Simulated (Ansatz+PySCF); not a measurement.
**singlet C₄H₄O: levels of theory in one basis**

```xyz
9

O     1.2418    0.0000    0.0000
C     0.3810    1.1734    0.0000
C    -1.0350    0.7726    0.0000
C    -1.0350   -0.7726    0.0000
C     0.3810   -1.1734    0.0000
H     0.9232    2.2147    0.0000
H    -1.9660    1.4893    0.0000
H    -1.9660   -1.4893    0.0000
H     0.9232   -2.2147    0.0000
```

Basis set: def2-SVP (spherical functions). Frozen core: 5 orbitals. Charge 0, multiplicity 1.

Computed with Ansatz (development build ahead of 0.2.0); each method stands on the lowest determinant of its kind that the runs found. NEVPT2 correlates all electrons. Active spaces start from the frontier orbitals, and the lowest solution found is given.

```json
{"method": "RHF", "E − E(RHF) (eV)": "0.00", "<S²> of the determinant": "0.00"}
{"method": "UHF", "E − E(RHF) (eV)": "-0.33", "<S²> of the determinant": "0.74"}
{"method": "UHF-MP2", "E − E(RHF) (eV)": "-18.67", "<S²> of the determinant": "0.74"}
{"method": "RHF-CCSD", "E − E(RHF) (eV)": "-20.65", "<S²> of the determinant": "–"}
{"method": "RHF-CCSD(T)", "E − E(RHF) (eV)": "-21.61", "<S²> of the determinant": "–"}
{"method": "CASSCF(6,5)", "E − E(RHF) (eV)": "-1.76", "<S²> of the determinant": "–"}
{"method": "SC-NEVPT2(6,5)", "E − E(RHF) (eV)": "-20.32", "<S²> of the determinant": "–"}
```

(1) What does RHF-MP2 give on the same scale?

(2) Is a single determinant a sound starting point here?

Results:

(1) -19.93 eV.

(2) It is doubtful. Unrestricted orbitals lower Hartree–Fock by 0.33 eV and <S²> is 0.74 where a pure state has 0.00, a sign of strong static correlation. The CASSCF(6,5) natural occupations are 2.00, 1.92, 1.86, 0.13, 0.09.

Caution for RHF, RHF-MP2, RHF-CCSD, RHF-CCSD(T): an unrestricted determinant lies well below. Caution for UHF, UHF-MP2: the unrestricted determinant is spin contaminated; the determinant breaks the point group. Caution for UHF-MP2: another reference gives a lower total. Caution for CASSCF(6,5), SC-NEVPT2(6,5): other starts end on other solutions of this active space.
